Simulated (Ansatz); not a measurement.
# HN: single point

Aim: for HN, 5 runs in a chain (single point).

Computed with Ansatz 0.2.0 (DFT unrestricted B3LYP, Gaussian basis aug-pcH-3, unless a step's input says otherwise).

## Step 1: Starting point

Bond lengths: N1–H2 0.900 Å.

Coordinates:

```xyz
2

N     0.0000    0.0000    0.0000
H     0.0000    0.0000    0.9000
```

## Step 2: Single point: HN

File input.yaml:

```yaml
crystal:
  periodic: [false, false, false]
  atoms:
    - { symbol: "N", position_ang: [0.0, 0.0, 0.0] }
    - { symbol: H, position_ang: [0.0, 0.0, 0.9] }
magnetization:
  spin_polarized: true
  initial_magnetization: 2
basis:
  gaussian: { orbitals: aug-pcH-3.json }
hamiltonian:
  xc: { name: B3LYP }
output:
  orbitals: {}
```

On the command line:

```sh
$ ansatz run input.yaml --threads 4 --pin off --max-ram 6144MiB --backend cpu --events-out ev --progress --plain --runs-dir out
```

What it wrote:

```text
Warning: RAYON_NUM_THREADS=4 ignored (pool sized by the plan → 4); use --threads N
Engine: ansatz 0.2.0, aarch64-unknown-linux-gnu
Functional definition: B3LYP
  parameter a0 = 0.2
  parameter ax = 0.72
  parameter ac = 0.81
  exchange = (1 - a0 - ax)*slater_x + ax*b88_x + a0*exact_x
  correlation = (1 - ac)*vwn_rpa_c + ac*lyp_c
480 factors; their error is unknown
mean field evaluation 1: about -1501.6963 eV, gradient 1.8e1 eV
mean field evaluation 2: about -1501.7743 eV, gradient 1.7e1 eV
mean field evaluation 4: about -1502.9371 eV, gradient 1.3e-1 eV
mean field evaluation 8: about -1502.9367 eV, gradient 5.3e-3 eV
mean field -1502.93672199 eV, -55.2319058061 hartree, gradient 2.4e-5 eV, S^2 2.004973; 0 other end points of the search recorded, 0 dependent functions left out
reference -1502.93689830 eV, -55.2319122851 hartree; 5, 3 occupied and 173, 175 virtual orbitals, 480 factors
Total energy: -1502.93689830 eV, -55.2319122851 hartree
```

Wall time 0.59 s (4 threads of Arm Neoverse V2, shared host); peak memory 0.21 GiB.

## Step 3: Single point

Edit input.yaml of step 2 so:

```diff
@@ -4,3 +4,3 @@
     - { symbol: "N", position_ang: [0.0, 0.0, 0.0] }
-    - { symbol: H, position_ang: [0.0, 0.0, 0.9] }
+    - { symbol: H, position_ang: [0.0, 0.0, 0.97] }
 magnetization:
```

On the command line:

```sh
$ ansatz run input.yaml --threads 4 --pin off --max-ram 6144MiB --backend cpu --events-out ev --progress --plain --runs-dir out
```

What it wrote:

```text
Warning: RAYON_NUM_THREADS=4 ignored (pool sized by the plan → 4); use --threads N
Engine: ansatz 0.2.0, aarch64-unknown-linux-gnu
Functional definition: B3LYP
  parameter a0 = 0.2
  parameter ax = 0.72
  parameter ac = 0.81
  exchange = (1 - a0 - ax)*slater_x + ax*b88_x + a0*exact_x
  correlation = (1 - ac)*vwn_rpa_c + ac*lyp_c
480 factors; their error is unknown
mean field evaluation 1: about -1502.2146 eV, gradient 1.7e1 eV
mean field evaluation 2: about -1502.1883 eV, gradient 1.6e1 eV
mean field evaluation 4: about -1503.3234 eV, gradient 1.2e-1 eV
mean field evaluation 8: about -1503.3233 eV, gradient 7.0e-3 eV
mean field -1503.32326663 eV, -55.2461110597 hartree, gradient 2.7e-5 eV, S^2 2.005317; 0 other end points of the search recorded, 0 dependent functions left out
reference -1503.32344563 eV, -55.2461176376 hartree; 5, 3 occupied and 173, 175 virtual orbitals, 480 factors
Total energy: -1503.32344563 eV, -55.2461176376 hartree
```

Run time: 0.58 s. Hardware: 4 threads of Arm Neoverse V2, shared host; peak memory 0.21 GiB.

## Step 4: Single point

Edit input.yaml of step 3 so:

```diff
@@ -4,3 +4,3 @@
     - { symbol: "N", position_ang: [0.0, 0.0, 0.0] }
-    - { symbol: H, position_ang: [0.0, 0.0, 0.97] }
+    - { symbol: H, position_ang: [0.0, 0.0, 1.036] }
 magnetization:
```

On the command line:

```sh
$ ansatz run input.yaml --threads 4 --pin off --max-ram 6144MiB --backend cpu --events-out ev --progress --plain --runs-dir out
```

What it wrote:

```text
Warning: RAYON_NUM_THREADS=4 ignored (pool sized by the plan → 4); use --threads N
Engine: ansatz 0.2.0, aarch64-unknown-linux-gnu
Functional definition: B3LYP
  parameter a0 = 0.2
  parameter ax = 0.72
  parameter ac = 0.81
  exchange = (1 - a0 - ax)*slater_x + ax*b88_x + a0*exact_x
  correlation = (1 - ac)*vwn_rpa_c + ac*lyp_c
480 factors; their error is unknown
mean field evaluation 1: about -1502.4066 eV, gradient 1.6e1 eV
mean field evaluation 2: about -1502.2780 eV, gradient 1.6e1 eV
mean field evaluation 4: about -1503.4271 eV, gradient 1.2e-1 eV
mean field evaluation 8: about -1503.4260 eV, gradient 8.8e-3 eV
mean field -1503.42599638 eV, -55.2498863081 hartree, gradient 1.9e-5 eV, S^2 2.005753; 0 other end points of the search recorded, 0 dependent functions left out
reference -1503.42617761 eV, -55.2498929683 hartree; 5, 3 occupied and 173, 175 virtual orbitals, 480 factors
Total energy: -1503.42617761 eV, -55.2498929683 hartree
```

Wall time 0.59 s (4 threads of Arm Neoverse V2, shared host); peak memory 0.21 GiB.

## Step 5: Single point

Edit input.yaml of step 4 so:

```diff
@@ -4,3 +4,3 @@
     - { symbol: "N", position_ang: [0.0, 0.0, 0.0] }
-    - { symbol: H, position_ang: [0.0, 0.0, 1.036] }
+    - { symbol: H, position_ang: [0.0, 0.0, 1.11] }
 magnetization:
```

On the command line:

```sh
$ ansatz run input.yaml --threads 4 --pin off --max-ram 6144MiB --backend cpu --events-out ev --progress --plain --runs-dir out
```

What it wrote:

```text
Warning: RAYON_NUM_THREADS=4 ignored (pool sized by the plan → 4); use --threads N
Engine: ansatz 0.2.0, aarch64-unknown-linux-gnu
Functional definition: B3LYP
  parameter a0 = 0.2
  parameter ax = 0.72
  parameter ac = 0.81
  exchange = (1 - a0 - ax)*slater_x + ax*b88_x + a0*exact_x
  correlation = (1 - ac)*vwn_rpa_c + ac*lyp_c
480 factors; their error is unknown
mean field evaluation 1: about -1502.3945 eV, gradient 1.5e1 eV
mean field evaluation 2: about -1502.1373 eV, gradient 1.6e1 eV
mean field evaluation 4: about -1503.3482 eV, gradient 1.3e-1 eV
mean field evaluation 8: about -1503.3466 eV, gradient 1.2e-2 eV
mean field -1503.34660682 eV, -55.2469687959 hartree, gradient 1.8e-5 eV, S^2 2.006466; 0 other end points of the search recorded, 0 dependent functions left out
reference -1503.34678970 eV, -55.2469755164 hartree; 5, 3 occupied and 173, 175 virtual orbitals, 480 factors
Total energy: -1503.34678970 eV, -55.2469755164 hartree
```

Wall time 0.59 s (4 threads of Arm Neoverse V2, shared host); peak memory 0.21 GiB.

## Step 6: Single point

Edit input.yaml of step 5 so:

```diff
@@ -4,3 +4,3 @@
     - { symbol: "N", position_ang: [0.0, 0.0, 0.0] }
-    - { symbol: H, position_ang: [0.0, 0.0, 1.11] }
+    - { symbol: H, position_ang: [0.0, 0.0, 1.2] }
 magnetization:
```

On the command line:

```sh
$ ansatz run input.yaml --threads 4 --pin off --max-ram 6144MiB --backend cpu --events-out ev --progress --plain --runs-dir out
```

What it wrote:

```text
Warning: RAYON_NUM_THREADS=4 ignored (pool sized by the plan → 4); use --threads N
Engine: ansatz 0.2.0, aarch64-unknown-linux-gnu
Functional definition: B3LYP
  parameter a0 = 0.2
  parameter ax = 0.72
  parameter ac = 0.81
  exchange = (1 - a0 - ax)*slater_x + ax*b88_x + a0*exact_x
  correlation = (1 - ac)*vwn_rpa_c + ac*lyp_c
480 factors; their error is unknown
mean field evaluation 1: about -1502.1757 eV, gradient 1.5e1 eV
mean field evaluation 2: about -1501.7266 eV, gradient 1.7e1 eV
mean field evaluation 4: about -1503.0837 eV, gradient 1.5e-1 eV
mean field evaluation 8: about -1503.0820 eV, gradient 3.8e-3 eV
mean field -1503.08199767 eV, -55.2372445889 hartree, gradient 4.0e-5 eV, S^2 2.007940; 0 other end points of the search recorded, 0 dependent functions left out
reference -1503.08218149 eV, -55.2372513441 hartree; 5, 3 occupied and 173, 175 virtual orbitals, 480 factors
Total energy: -1503.08218149 eV, -55.2372513441 hartree
```

Run time: 0.57 s. Hardware: 4 threads of Arm Neoverse V2, shared host; peak memory 0.2 GiB.

## Step 7: The runs side by side

```
step  energy above the lowest (eV)  charge  2S+1 typed  ⟨S²⟩  dipole (D)  bond (Å)    time
   2                         0.489       0           3  2.00         n/a     0.900  0.59 s
   3                         0.103       0           3  2.01         n/a     0.970  0.58 s
   4                         0.000       0           3  2.01         n/a     1.036  0.59 s
   5                         0.079       0           3  2.01         n/a     1.110  0.59 s
   6                         0.344       0           3  2.01         n/a     1.200  0.57 s
```

In words: The values hold for the settings typed; their convergence was not tested in this session.
